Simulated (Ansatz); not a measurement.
Molecule (SMILES): C (CH4).
Atoms: C1, H2, H3, H4, H5. Bonds: C1-H2, C1-H3, C1-H4, C1-H5.

Basis-set convergence of the optimised C1-H2 bond length at MP2 with Ansatz (an electronic-structure program). The reference of a correlated method is not its basis-set limit, which lies further on. All functions are spherical. Cores are frozen. Core-valence sets carry the plain set on hydrogen. No added dispersion term, no relativity. Reference: the value in def2-QZVPPD, 1.0842 Å, itself unsure by roughly 0.0006 Å (its mean distance from pcseg-3, def2-QZVPP, cc-pVQZ). Deviations are taken from unrounded values. Cost is core time over that of pcseg-2, rough, on shared machines of one kind; a dash marks a row that isn't timed (too short, read off another run, short of memory, by another algorithm or on other hardware). It counts the whole optimisation.

```
basis              functions  optimised C1-H2 bond length (Å)  minus reference (Å)  cost
-----------------  ---------  -------------------------------  -------------------  ----
3-21G                     17                           1.0925               0.0083     -
6-31G                     17                           1.0954               0.0112     -
def2-SVP                  34                           1.0957               0.0115     -
pcseg-1                   34                           1.0904               0.0062     -
6-311G**                  42                           1.0901               0.0060     -
def2-TZVP                 55                           1.0875               0.0033     -
pcseg-2                   86                           1.0837              -0.0005    1×
jun-cc-pV(T+d)Z           95                           1.0857               0.0015  0.9×
cc-pCVTZ                  99                           1.0851               0.0010    1×
def2-TZVPPD              105                           1.0856               0.0014    2×
6-311++G(3df,3pd)        111                           1.0854               0.0012    1×
aug-cc-pVTZ              138                           1.0862               0.0020    2×
def2-QZVPP               177                           1.0842               0.0000    6×
```
